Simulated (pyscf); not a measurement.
F–Si(F)(O–SiH₃)–O–SiH₃ + HO–SiH₃ → F–Si(O–SiH₃)(O–SiH₃)–O–SiH₃ + HF (four-centre exchange; singlet surface; F–Si, H–O broken, O–Si, F–H formed). Single points on ωB97X-D3(BJ)/def2-SVP structures (PySCF, gas phase). Energies in kcal/mol from the separated reactants.

```
level                   barrier  reaction energy
----------------------  -------  ---------------
ωB97X-D3(BJ)/def2-TZVP     20.4             +2.9
PBE/def2-TZVP              22.1             +7.2
r²SCAN/def2-TZVP            [?]             +6.4
B3LYP-D3(BJ)/def2-TZVP     23.1             +4.8
ωB97M-D3(BJ)/def2-TZVP     22.6             +5.3
HF/def2-TZVP                [?]              [?]
```

Problem. Complete the blanks.

Solution. 
- r²SCAN/def2-TZVP, barrier: 21.2
- HF/def2-TZVP, barrier: 43.8
- HF/def2-TZVP, reaction energy: +7.0

The functionals in the table span 2.7 kcal/mol in this barrier, from ωB97X-D3(BJ) to B3LYP-D3(BJ). On the reactant side the descent ends in an adduct with a O–Si contact (not fully relaxed), 0.4 kcal/mol over the separated species and 20.0 kcal/mol under the saddle at ωB97X-D3(BJ)/def2-TZVP. On the product side the descent ends in a complex, 6.8 kcal/mol under the separated species and 24.3 kcal/mol under the saddle at ωB97X-D3(BJ)/def2-TZVP. What is counted as formed (O–Si) is already present as a longer contact in the reactant adduct; forming that adduct is a step of its own. One saddle was located; it need not be the lowest between these sides.
